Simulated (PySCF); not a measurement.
# Structure from 2D NMR

Compound of formula C₄H₅P. Correlations simulated from computed shifts and the bond graph:

HSQC (one-bond C–H):
```tsv
δH	δC
7.54	147.2
7.17	139.8
```

COSY cross peaks (H two or three bonds apart, from the bond graph; peaks can be absent where the dihedral angle is near 90°):
```tsv
δH	δH
7.54	7.17
7.17	5.57
```

HMBC (two and three bonds, from the bond graph):
```tsv
δH	δC
7.54	147.2, 139.8
7.17	147.2, 139.8
5.57	147.2, 139.8
```

Single conformer, averaged over atoms made equivalent by symmetry, fast rotation or ring inversion, no relativistic terms, in vacuum. Shieldings: GIAO B97-2/pcSseg-2; geometry: PBE0-D3(BJ)/def2-TZVP; PySCF.

Scale: ¹H (σref 31.64), ¹³C (σref 185.38) vs TMS (reference shieldings calculated alike).

Exchangeable hydrogens are left out of these lists.

Question: Which molecule is this?

Answer: SMILES c1cc[pH]c1.

Numbering as in the mapped SMILES `[cH:1]1[cH:2][cH:3][pH:4][cH:5]1`; H(Xn) means a hydrogen on atom n.

δC 147.2 is C1/C2, a unsaturated ring CH (δH 7.54). δC 139.8 is C3/C5, a unsaturated ring CH (δH 7.17). COSY links 7.54–7.17, 7.17–5.57.

Shifts are as computed. Against solution values, carbons near 30 ppm lie about +3 ppm off and those near 130 ppm about +7 ppm. Of 1211 compounds with measured shifts, 218 miss one by over three times the rms of a fit or turn the order of signals round; such compounds aren't used in these exercises.
